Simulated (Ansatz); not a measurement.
**C₂H₂F₂: ionisation energy by level of theory**

One table from this session's results is given with a row withheld; the runs are named, their logs left out.

Method: unrestricted cation, the program's frozen cores in correlated methods; program: Ansatz 0.2.0, Gaussian basis.

The runs, in order: UKS PBE-D4/def2-TZVPP; UKS r2SCAN-D4/def2-TZVPP; UKS PBE0-D4/def2-TZVPP; UKS B3LYP-D4/def2-TZVPP; UKS wB97X-V/def2-TZVPP; UKS wB97M-V/def2-TZVPP; UKS B2PLYP/def2-TZVPP; UHF-CCSD(T)/def2-TZVPP; UHF-MP2/def2-QZVPP; extrapolation to the limit; then −ε(HOMO) from the neutral's earlier runs with LDA (SPW92), PBE-D4, revPBE-D4, BLYP-D4, r2SCAN-D4, B97M-V, PBE0-D4, B3LYP-D4, r2SCANh-D4, r2SCAN0-D4, HSE06-D4, BHLYP-D4, CAM-B3LYP-D4, LC-ωPBE, ωB97X-V, ωB97M-V.

## The geometry

An earlier PBE0-D4 in a triple-zeta def2 set relaxation fixed the geometry.

SMILES `F/C=C/F`, 6 atoms, charge 0, spin multiplicity 1.

Atoms are counted from 1 here; the program's logs count them from 0.

Bond lengths: F1–C2 1.335 Å, C2–C3 1.319 Å, C2–H5 1.083 Å, C3–F4 1.335 Å, C3–H6 1.083 Å. Angles: F1–C2–C3 120.4°, F1–C2–H5 114.7°, C3–C2–H5 124.9°, C2–C3–F4 120.4°, C2–C3–H6 124.9°, F4–C3–H6 114.7°.

Set-up of the first run:

The input, in.yaml:

```yaml
crystal:
  periodic: [false, false, false]
  atoms:
    - {symbol: F, position_ang: [-1.017033, -0.026118, -1.442122]}
    - {symbol: C, position_ang: [0.066246, 0.019101, -0.663972]}
    - {symbol: C, position_ang: [-0.052207, -0.040589, 0.648566]}
    - {symbol: F, position_ang: [1.031067, 0.004831, 1.426714]}
    - {symbol: H, position_ang: [1.003743, 0.105886, -1.198453]}
    - {symbol: H, position_ang: [-0.989716, -0.127112, 1.183068]}
basis:
  gaussian: {orbitals: def2-TZVPP}
total_charge: 1
magnetization: {spin_polarized: true, initial_magnetization: 1}
hamiltonian: {xc: pbe, dispersion: d4}
```

Run with:

```
$ ansatz run in.yaml --threads 4 --pin off --events-out ev --progress --plain --max-ram 10444MiB
```

Among the steps run: Cation, UKS PBE-D4/def2-TZVPP; Cation, UKS r2SCAN-D4/def2-TZVPP; Cation, UKS PBE0-D4/def2-TZVPP; Cation, UKS B3LYP-D4/def2-TZVPP; Cation, UKS wB97X-V/def2-TZVPP; Cation, UKS wB97M-V/def2-TZVPP; Cation, UKS B2PLYP (frozen core)/def2-TZVPP; Cation, UHF-CCSD(T)/def2-TZVPP; Cation, UHF-MP2/def2-QZVPP.

One table of the session follows, with a row left open; its other results are not shown here.

For comparison, −ε(HOMO) of the neutral from earlier runs:

```
  functional  −ε(HOMO) (eV)
 LDA (SPW92)           6.41
      PBE-D4           6.19
   revPBE-D4           6.11
     BLYP-D4           6.09
   r2SCAN-D4           6.45
      B97M-V           6.52
     PBE0-D4           7.56
    B3LYP-D4           7.35
  r2SCANh-D4              ?
  r2SCAN0-D4           7.73
    HSE06-D4           7.15
    BHLYP-D4           8.81
CAM-B3LYP-D4           8.99
     LC-ωPBE          10.33
     ωB97X-V           9.94
     ωB97M-V           9.85
```

Estimate the missing values for r2SCANh-D4.

Worked estimate for «−ε(HOMO) (eV)». Against the share of exact exchange, r2SCAN-D4 (0, 6.45), r2SCAN0-D4 (0.25, 7.73) give a slope of 5.12 per unit share; at 0.1 the line stands at 6.96.

The run gave: −ε(HOMO) (eV): 6.96. In «−ε(HOMO) (eV)» the line misses by 0.00.
